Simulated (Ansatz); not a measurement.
Ansatz (a first-principles code) input (B3LYP/6-31G*):

Ansatz 0.2 input:
```yaml
crystal:
  periodic: [false, false, false]
  atoms:
    - {symbol: C, position_ang: [0.01118773, 0.75889942, -0.01238914]}
    - {symbol: C, position_ang: [1.30488840, 1.02329449, 0.00343307]}
    - {symbol: Cl, position_ang: [-0.63700773, -0.85323169, 0.00417952]}
    - {symbol: H, position_ang: [-0.75905041, 1.51625302, -0.03695357]}
    - {symbol: H, position_ang: [2.05291747, 0.24314247, 0.02802818]}
    - {symbol: H, position_ang: [1.63880765, 2.05237986, -0.00839007]}
basis:
  gaussian:
    orbitals: 6-31G*
hamiltonian:
  xc: {name: B3LYP}
total_charge: 1
magnetization: {spin_polarized: true, initial_magnetization: 1}
```

Task: Predict the final energy.

Result: -537.82310 Eh.
